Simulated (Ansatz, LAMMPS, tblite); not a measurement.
# Ladder of methods for the lattice parameter a of wurtzite ZnS (high-temperature phase)

Reference value: 3.823 Å (measured, temperature not stated, not corrected to a static lattice, our sources range from 3.811 to 3.823; as tabulated in Kisi, Elcombe, Acta Cryst. C 45, 1867 (1989), by the Crystallography Open …).

Question: What do ionic model grunwald2012, GFN1-xTB, LDA, PBE, Hartree–Fock give, and how far is each from the reference?

Answer: 
| level (code) | value (Å) | difference (%) |
|---|---|---|
| ionic model grunwald2012 (rigid ions, LAMMPS) | 3.897 | +1.94 |
| GFN1-xTB (tblite) | 3.988 | +4.32 |
| LDA (Ansatz) | 3.738 | -2.22 |
| PBE (Ansatz) | 3.845 | +0.58 |
| Hartree–Fock (Ansatz) | 3.953 | +3.40 |

The reference's temperature isn't stated, so close values are not ranked against it. Off by more than 1.25 %, or 1.75 % on the side where a correction would as a rule narrow the miss (bounds picked here): GFN1-xTB (+4.32 %), Hartree–Fock (+3.40 %), LDA (-2.22 %), ionic model grunwald2012 (+1.94 %).

The reference isn't brought to a static lattice, while the calculations are for one, so the differences are not the levels' errors alone.  GFN1-xTB: the method was fitted mainly to molecules. GFN1-xTB: the gap of the solid is closed in this run. GFN1-xTB: the run uses a supercell at the zone centre in place of a k mesh. Cutoffs and k meshes differ between the levels. Ansatz's density-functional and Hartree–Fock values are scalar-relativistic unless marked +SOC, with PAW data made under PBE.

Empirical potentials (ionic model grunwald2012) are fitted to chosen data: where that held the value shown, agreement is built in, and what lay outside the fit can be far off.

Differences are worked out from the printed values.

Ansatz is a program for electronic structure.
